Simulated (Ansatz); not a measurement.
Hydrogen peroxide, relaxed with RKS PBE0-D4/def2-TZVP in Ansatz 0.2.0 from a GFN2-xTB geometry. The force threshold is 0.005 eV/Å; the program also tests the step.

Total charge 0; spin multiplicity 1.

Start:

```xyz
4

O     0.495   -0.267   -0.434
O    -0.496    0.265    0.434
H     1.139   -0.627    0.190
H    -1.137    0.629   -0.190
```

(1) How much energy does the relaxation release, and in how many steps? (Estimate.)

(2) Which bonds change most? (An estimate is asked.)

(3) Give the relaxed structure. (Estimate.)

Results:

(1) The calculation gave: 1.46 kcal/mol, in 15 steps.

(2) Computed: O1–O2 from 1.421 to 1.426 Å; O2–H4 from 0.966 to 0.965 Å; O1–H3 from 0.966 to 0.965 Å.

(3) Ansatz gave: 
```xyz
4

O     0.394   -0.507   -0.404
O    -0.644    0.052    0.398
H     1.165   -0.346    0.152
H    -0.915    0.801   -0.146
```
